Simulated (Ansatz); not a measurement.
**CH2ClF: rigid scan of one bond length in Python**

Wanted for CH2ClF: a rigid scan of one bond length.

Program: the Python package of Ansatz 0.2.0. Level of theory: Hartree-Fock/def2-SVP. These are calculated values, not measurements.

## (1) The structure

Bond lengths: F1–C2 1.308 Å, C2–Cl3 1.778 Å, C2–H4 1.140 Å, C2–H5 1.101 Å. Angles: F1–C2–Cl3 109.3°, F1–C2–H4 109.3°, F1–C2–H5 111.1°, Cl3–C2–H4 111.2°, Cl3–C2–H5 108.6°, H4–C2–H5 107.4°.

Input file ch2clf.xyz:

```xyz
5

F    -0.95360    0.51190    0.73040
C     0.07130    0.07170    0.04820
Cl   -0.45600   -1.24750   -1.02020
H     0.88020   -0.28090    0.76990
H     0.50810    0.87120   -0.56980
```

## (2) The code

Input file scan_ch2clf.py:

```python
# -*- coding: utf-8 -*-
"""Potential curve of CH2ClF along one bond."""

import warnings

import ansatz as az
import numpy as np

params = {
    "basis_set": "def2-SVP",
    "xc": "HF",
}

warnings.simplefilter("ignore", az.DeckWarning)

ch2clf = az.Crystal.molecule_from_extxyz("ch2clf.xyz")

symbols = [site.symbol for site in ch2clf.cartesian_sites]
start = np.array([site.position_ang for site in ch2clf.cartesian_sites])
axis = (start[2] - start[1]) / np.linalg.norm(start[2] - start[1])
moving = [2]
lengths, energies = [1.564, 1.635, 1.706, 1.778, 1.849, 1.92, 1.991, 2.098], []
for length in lengths:
    xyz = start.copy()
    xyz[moving] += (length - np.linalg.norm(start[2] - start[1])) * axis
    point = az.Crystal.molecule()
    for symbol, place in zip(symbols, xyz):
        point = point.atom(symbol, place.tolist())
    job = point.calculation()
    job = job.basis(gaussian=params["basis_set"]).functional(params["xc"])
    r = job.run(threads=1, backend="cpu").report
    energies.append(r["free_energy_ev"])
    print(f"r = {length:6.3f} A  E = {energies[-1]:.5f} eV  <S^2> = {abs(r['mean_field']['state']['spin_squared']):.3f}")

# quartic fit about the minimum
fit = np.polynomial.Polynomial.fit(lengths, np.array(energies) - min(energies), 4).convert()
roots = [r.real for r in fit.deriv().roots() if abs(r.imag) < 1e-9 and fit.deriv(2)(r.real) > 0]
r_e = min(roots, key=lambda r: abs(r - lengths[int(np.argmin(energies))]))
print(f"minimum of the fit at {r_e:.4f} A, force constant {fit.deriv(2)(r_e):.2f} eV/A^2")
```

## (3) What the engine is handed

The engine receives this input (first run):

```yaml
crystal:
  periodic: [false, false, false]
  atoms:
    - { symbol: F, position_ang: [-0.9536, 0.5119, 0.7304] }
    - { symbol: C, position_ang: [0.0713, 0.0717, 0.0482] }
    - { symbol: Cl, position_ang: [-0.3926421858696444, -1.0889913172752417, -0.8918262305767648] }
    - { symbol: H, position_ang: [0.8802, -0.2809, 0.7699] }
    - { symbol: H, position_ang: [0.5081, 0.8712, -0.5698] }
basis:
  gaussian:
    orbitals: def2-SVP
hamiltonian:
  xc: hf
```

## (4) Running it

On the command line:

```bash
> python scan_ch2clf.py
```

**Question.** What results will this script give? Wanted: range of energy; lowest point, distance.

**Answer**, as computed:

```
                        quantity     value
bond length at the fit's minimum  1.7669 Å
                   runs compared         8
                 range of energy  0.800 eV
      lowest point, distance (Å)      1.78
```

What this shows: The lowest point, at 1.78, lies inside the range. The ends stand 0.724 and 0.8 eV above it. The distance scanned is the script's pair 1, 2. Notes:
- The rest of the molecule is held rigid at a force-field or estimated start geometry, and the basis set is modest; single-reference methods fail as a bond breaks.
- The orbitals are restricted, so S² is zero by construction.
